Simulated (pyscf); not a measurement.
H₃C–NH–CH₃ + H₂ → CH₄ + H₃C–NH₂, a four-centre exchange (singlet surface; C–N, H–H broken, C–H, H–N formed). Single points on ωB97X-D3(BJ)/def2-SVP structures (PySCF, gas phase). Energies in kcal/mol from the separated reactants.

Small-basis levels: PySCF, no dispersion term, spherical d functions. 

**Question.** In single points SVWN5/6-31G* puts the saddle at 79.3 kcal/mol and the reaction energy at -16.9 kcal/mol. Should these be trusted to within a few kcal/mol? Compare with ωB97M-D3(BJ)/def2-TZVP.

**Answer.** ωB97M-D3(BJ)/def2-TZVP gives ΔE‡ = 92.9 kcal/mol and ΔE = -22.6 kcal/mol. SVWN5/6-31G* lies 13.6 kcal/mol under it in the barrier and 5.7 kcal/mol over it in the reaction energy, so on this step it does not hold to within 3.0 kcal/mol. ωB97M-D3(BJ)/def2-TZVP has limits of its own. From the product side, CH₃• + NH₂• + CH₄ lies, by one bond made or cut, 23.1 kcal/mol under this saddle at ωB97M-D3(BJ)/def2-TZVP. The same reactants have a lower exit, to CH₃• + H₃C–NH• + H₂ (no saddle counted: cutting one bond costs +87.7 kcal/mol at ωB97M-D3(BJ)/def2-TZVP, against +92.9 kcal/mol here). H₃C–NH–CH₃ lies 7.8 kcal/mol over its isomer H₃C–CH₂–NH₂ (electronic energy, ωB97M-D3(BJ)/def2-TZVP). One saddle was located; it need not be the lowest between these sides.
